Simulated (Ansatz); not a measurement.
## HN–CH, quartet: reading a ladder of total energies

Geometry: a PBE0/def2-TZVP stationary point for this spin, not checked as a minimum.

| atom | x (Å) | y (Å) | z (Å) |
| --- | --- | --- | --- |
| N | -0.0301 | -0.1308 | 0.6612 |
| C | 0.1162 | 0.1026 | -0.7459 |
| H | -0.2826 | 0.7427 | 1.1410 |
| H | -0.6838 | -0.1484 | -1.4423 |

Basis cc-pVDZ; Ansatz 0.2.0. Only valence electrons are correlated (noble-gas cores frozen), which leaves 11 electrons in 36 orbitals. R marks a restricted (for open shells ROHF) determinant, U an unrestricted one.

Full CI isn't at hand for all of this; UCCSDT(Q) serves as the reference, and is uncertain by about the last step of the cluster series.

Runs differ by some tens of microhartree through their thresholds and, for an open shell, their frozen cores, so steps under 0.03 kcal/mol mean nothing.

```json
{"level": "UHF", "total energy (hartree)": "-93.318448"}
{"level": "UMP2", "total energy (hartree)": "-93.534299"}
{"level": "UCCSD", "total energy (hartree)": "-93.565639"}
{"level": "UCCSD(T)", "total energy (hartree)": "-93.571287"}
{"level": "UCCSDT", "total energy (hartree)": "-93.572091"}
{"level": "UCCSDT(Q)", "total energy (hartree)": "-93.572482"}
```

Task: What is the correlation energy at UCCSDT(Q), and what share of it do UMP2 and UCCSD recover?

Result: E(corr) = -93.572482 − (-93.318448) = -0.254034 hartree = -6.913 eV. UMP2: -0.215851 / -0.254034 = 84.97 %. UCCSD: -0.247191 / -0.254034 = 97.31 %.

Task: By how many kcal/mol does UCCSD(T) miss UCCSDT(Q) (1 hartree = 627.509 kcal/mol), and which steps make up the rest?

Result: -93.571287 − (-93.572482) = 0.001195 hartree = 0.75 kcal/mol. Steps: UCCSDT − UCCSD(T) = -0.50, UCCSDT(Q) − UCCSDT = -0.25 kcal/mol. That is within 1 kcal/mol of the reference in this basis, which itself misses far more of the correlation at the basis-set limit.
